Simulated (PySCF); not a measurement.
Species: C3H5O2 (charge +1).
Z-matrix (Å and degrees, PBE0-D3(BJ)/def2-SVP geometry), rows numbered from 1:
```
C 
O   1  1.4304
C   2  1.3516  1  116.72
C   3  1.5026  2  107.69  1    87.84
O   4  1.1156  3  170.56  2    18.50
H   1  1.1013  2  110.40  3    55.88
H   1  1.0955  2  105.84  3   174.81
H   1  1.1035  2  111.21  3   -66.93
H   3  1.1109  2  117.38  1   -32.51
H   3  1.1090  2  111.55  1  -158.54
```

Method used: PBE0-D3(BJ)/def2-SVP geometry optimisation, gas phase in PySCF.

Masses are those of the commonest isotopes; rigid-rotor values at the optimised geometry. The values belong to one conformer with, in the numbering `[CH3:1][O:2][CH2:3][C:4]#[O+:5]`, C1–O2–C3–C4 88°.

Problem. What are A, B and C (GHz)?

Solution. Ia = 39.99, Ib = 161.22, Ic = 183.77 u·Å²; 505379 MHz·u·Å²/I gives 12637, 3135 and 2750 MHz, that is A = 12.637, B = 3.1348, C = 2.7500 GHz.

Problem. What kind of rotor is it?

Solution. A near-prolate asymmetric top; Ray's κ = -0.922.

Problem. What does the inertial defect say?

Solution. Not planar: Δ = Ic − Ia − Ib = -17.44 u·Å². For a rigid frame Δ = −2 Σ m c², so Σ m c² = 8.72 u·Å² lies off the ab plane: 3.51 from hydrogen and 5.21 from heavier atoms. The atom farthest from that plane is 1.31 Å away.

Problem. Give the coordinates in the principal-axis frame, origin at the centre of mass.

Solution. The sense of each axis is arbitrary; atoms in the order of the calculation.
```
atom  mass (u)   a (Å)   b (Å)   c (Å)
  C1    12.000  -1.807  -0.731   0.210
  O2    15.995  -1.061   0.275  -0.481
  C3    12.000  -0.116   0.928   0.232
  C4    12.000   1.158   0.138   0.132
  O5    15.995   2.026  -0.527  -0.088
  H6     1.008  -2.284  -0.307   1.107
  H7     1.008  -2.573  -1.073  -0.494
  H8     1.008  -1.165  -1.586   0.485
  H9     1.008  -0.311   1.086   1.314
 H10     1.008   0.136   1.906  -0.226
```

Problem. Which types of transition are allowed, and where do some lines up to J = 2 fall?

Solution. The dipole components (about the centre of mass, as the species is charged) are |μa| = 1.03 D, |μb| = 1.34 D, |μc| = 2.09 D. The squared components, which scale the intensities, stand as 0.24 : 0.41 : 1.00 (a : b : c). Some lines, for components of 0.1 D or more:

```csv
type,branch,"J(Ka,Kc)",MHz,lower level (cm⁻¹)
b,R,"2(0,2) ← 1(1,1)",2256,0.513
a,R,"1(0,1) ← 0(0,0)",5885,0.000
c,Q,"1(1,1) ← 1(0,1)",9503,0.196
b,Q,"1(1,0) ← 1(0,1)",9887,0.196
b,Q,"2(1,1) ← 2(0,2)",10284,0.589
a,R,"2(1,2) ← 1(1,1)",11385,0.513
a,R,"2(0,2) ← 1(0,1)",11758,0.196
a,R,"2(1,1) ← 1(1,0)",12154,0.526
b,R,"1(1,1) ← 0(0,0)",15387,0.000
c,R,"1(1,0) ← 0(0,0)",15772,0.000
b,R,"2(1,2) ← 1(0,1)",20888,0.196
c,Q,"2(2,1) ← 2(1,1)",28508,0.932
b,Q,"2(2,0) ← 2(1,1)",28519,0.932
b,Q,"2(2,1) ← 2(1,2)",29662,0.893
c,R,"2(2,0) ← 1(1,0)",40674,0.526
c,R,"2(2,1) ← 1(1,1)",41047,0.513
b,R,"2(2,0) ← 1(1,1)",41058,0.513
```

Problem. Estimate the classical rotational partition function at 10 K, 25 K and 100 K.

Solution. Point group C1, symmetry number σ = 1; q = (√π/σ)·√((kT/h)³/(ABC)), k/h = 20836.6 MHz/K: 511 at 10 K, 2020 at 25 K, 16200 at 100 K.

No PBE0-D3(BJ)/def2-SVP frequencies stand behind this structure, so it isn't proved a minimum. These are rigid-rotor constants of the computed structure; measured ground-state constants (B0) also hold zero-point vibration. A rigid rotor knows nothing of internal rotation, which can split or shift real lines.
